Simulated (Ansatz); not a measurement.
Isolated molecules relaxed with PBE0-D4/def2-TZVP in Ansatz; ΔE leaves out vibrations. CBS: MP2 limit from def2 TZ/QZ plus the TZ coupled-cluster correction, frozen cores. Functionals use def2-TZVPP. HSE06 is defined as in plane-wave codes. One conformer a species, not always the lowest.

Consider the isomerisation: `C/N=C\F` → `N=CCF`.

`C/N=C\F`:

```xyz
8

C    -0.127   -0.206   -1.014
N    -0.659    0.353    0.205
C    -0.012    0.335    1.261
F     1.223   -0.187    1.409
H     0.882   -0.615   -0.923
H    -0.802   -0.993   -1.357
H    -0.132    0.571   -1.782
H    -0.372    0.742    2.201
```

`N=CCF`:

Z-matrix (Å, degrees):
```
C
C 1 1.497
F 1 1.373 2 111.2
H 1 1.096 2 110.1 3 -120.4
H 1 1.096 2 110.1 3 120.4
N 2 1.259 1 126.7 3 0.0
H 2 1.095 1 114.4 3 179.9
H 6 1.023 2 110.0 1 -0.0
```

```json
{"level": "revPBE-D4", "ΔE (kcal/mol)": "5.3", "difference from CCSD(T)/CBS": "2.4"}
{"level": "r2SCAN0-D4", "ΔE (kcal/mol)": "4.4", "difference from CCSD(T)/CBS": "1.5"}
{"level": "HSE06-D4", "ΔE (kcal/mol)": "4.5", "difference from CCSD(T)/CBS": "1.6"}
{"level": "ωB97X-V", "ΔE (kcal/mol)": "3.9", "difference from CCSD(T)/CBS": "1.0"}
{"level": "ωB97M-V", "ΔE (kcal/mol)": "3.6", "difference from CCSD(T)/CBS": "0.7"}
{"level": "B2PLYP", "ΔE (kcal/mol)": "4.3", "difference from CCSD(T)/CBS": "1.4"}
{"level": "PBE", "ΔE (kcal/mol)": "5.5", "difference from CCSD(T)/CBS": "2.6"}
{"level": "r2SCAN", "ΔE (kcal/mol)": "5.1", "difference from CCSD(T)/CBS": "2.2"}
{"level": "r2SCANh", "ΔE (kcal/mol)": "4.8", "difference from CCSD(T)/CBS": "1.9"}
{"level": "MP2/def2-SVP", "ΔE (kcal/mol)": "5.9", "difference from CCSD(T)/CBS": "3.0"}
{"level": "CCSD/def2-SVP", "ΔE (kcal/mol)": "4.5", "difference from CCSD(T)/CBS": "1.6"}
{"level": "MP2/def2-TZVPP", "ΔE (kcal/mol)": "4.2", "difference from CCSD(T)/CBS": "1.3"}
{"level": "CCSD/def2-TZVPP", "ΔE (kcal/mol)": "2.8", "difference from CCSD(T)/CBS": "-0.1"}
{"level": "HF/def2-QZVPP", "ΔE (kcal/mol)": "2.2", "difference from CCSD(T)/CBS": "-0.7"}
{"level": "HF/CBS(def2)", "ΔE (kcal/mol)": "2.2", "difference from CCSD(T)/CBS": "-0.7"}
{"level": "CCSD/CBS(def2)", "ΔE (kcal/mol)": "2.5", "difference from CCSD(T)/CBS": "-0.4"}
{"level": "CCSD(T)/CBS", "ΔE (kcal/mol)": "2.9", "difference from CCSD(T)/CBS": "0"}
```

Largest T1 diagnostic among the species: 0.013.

In def2-TZVPP, CCSD(T) changes the Hartree–Fock value by +1.1 kcal/mol (the triples alone add +0.5 kcal/mol) and MP2 by +2.0 kcal/mol. At CCSD(T), def2-SVP lies +2.0 kcal/mol from the extrapolated value and def2-TZVPP +0.3 kcal/mol.
